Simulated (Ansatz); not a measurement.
**CH₅ClSi: basis-set convergence**

Aim: see how fast density functionals and correlated methods converge with the basis set for CH₅ClSi.

Program: Ansatz 0.2.0, Gaussian basis. Level of theory: one geometry, several basis sets. These are calculated values, not measurements.

Plan: PBE0-D4/def2-SVP; ωB97M-V/def2-SVP; PBE0-D4/def2-QZVPP; ωB97M-V/def2-QZVPP; CCSD(T)/cc-pV(D+d)Z; CCSD(T)/cc-pV(T+d)Z; CCSD(T)/cc-pV(Q+d)Z; the functionals' def2-TZVPP values are taken from earlier runs.

## 1. Structure used throughout

The geometry comes from an earlier relaxation with PBE0-D4/def2-TZVP; it is a stationary point, not always the lowest conformer.

8 atoms, charge 0, spin multiplicity 1.

Atoms are counted from 1 here; the program's logs count them from 0.

Bond lengths: C1–Si2 1.857 Å, C1–H4 1.094 Å, C1–H5 1.092 Å, C1–H6 1.092 Å, Si2–Cl3 2.062 Å, Si2–H7 1.483 Å, Si2–H8 1.483 Å. Angles: Si2–C1–H4 110.0°, Si2–C1–H5 110.8°, Si2–C1–H6 110.8°, H4–C1–H5 108.4°, H4–C1–H6 108.4°, H5–C1–H6 108.5°, C1–Si2–Cl3 109.6°, C1–Si2–H7 111.5°, C1–Si2–H8 111.6°, Cl3–Si2–H7 107.2°, Cl3–Si2–H8 107.2°, H7–Si2–H8 109.5°.

## 2. PBE0-D4 in def2-SVP

Input file in.yaml:

```yaml
crystal:
  periodic: [false, false, false]
  atoms:
    - {symbol: C, position_ang: [-0.612048, 0.785387, -0.172981]}
    - {symbol: Si, position_ang: [0.439656, -0.728789, 0.049345]}
    - {symbol: Cl, position_ang: [1.888048, -0.363915, 1.471107]}
    - {symbol: H, position_ang: [-1.381260, 0.598876, -0.927632]}
    - {symbol: H, position_ang: [-0.006517, 1.632718, -0.500579]}
    - {symbol: H, position_ang: [-1.105778, 1.054797, 0.762754]}
    - {symbol: H, position_ang: [1.139105, -1.095528, -1.206346]}
    - {symbol: H, position_ang: [-0.361217, -1.883555, 0.524323]}
basis:
  gaussian: {orbitals: def2-SVP}
hamiltonian: {xc: pbe0, dispersion: d4}
output: {orbitals: {seedname: orbitals}}
```

Started as:

```sh
$ ansatz run in.yaml --threads 2 --pin off --events-out ev --progress --plain --max-ram 32768MiB --backend cpu
```

Further steps of the session: ωB97M-V in def2-SVP; PBE0-D4 in def2-QZVPP; ωB97M-V in def2-QZVPP; CCSD(T) in cc-pV(D+d)Z; CCSD(T) in cc-pV(T+d)Z; CCSD(T) in cc-pV(Q+d)Z.

**Question.** What will the summary of the whole plan be? Wanted: MP2 correlation recovered, cc-pV(D+d)Z; MP2 correlation recovered, cc-pV(T+d)Z; MP2 correlation recovered, cc-pV(Q+d)Z; difference of two CCSD(T) limits: def2 sets; PBE0-D4: double and triple zeta above quadruple; ωB97M-V: double and triple zeta above quadruple.

As calculated:

```
                                                                   quantity          value
                                     MP2 correlation recovered, cc-pV(D+d)Z         68.3 %
                                     MP2 correlation recovered, cc-pV(T+d)Z         87.7 %
                                     MP2 correlation recovered, cc-pV(Q+d)Z         94.9 %
difference of two CCSD(T) limits: def2 sets (earlier runs) less this series        -85 meV
                            PBE0-D4: double and triple zeta above quadruple  9.12, 0.71 eV
                            ωB97M-V: double and triple zeta above quadruple  9.17, 0.67 eV
```

For PBE0-D4 the step from double to triple zeta gains 8.41 eV and the next only 0.71 eV. In cc-pV(D+d)Z MP2 holds 68 % of its limit, in cc-pV(Q+d)Z 95 %, while Hartree-Fock is within 0.081 eV in the largest set. A limit from the def2 sets, made apart, differs by 85 meV, a least measure of the doubt on such a limit. Total energies overstate the basis error of differences, where much of it tends to cancel. The LUMO of ωB97M-V is positive and keeps falling with the basis (2.85 to 1.60 eV): an unbound level that the basis holds in place.
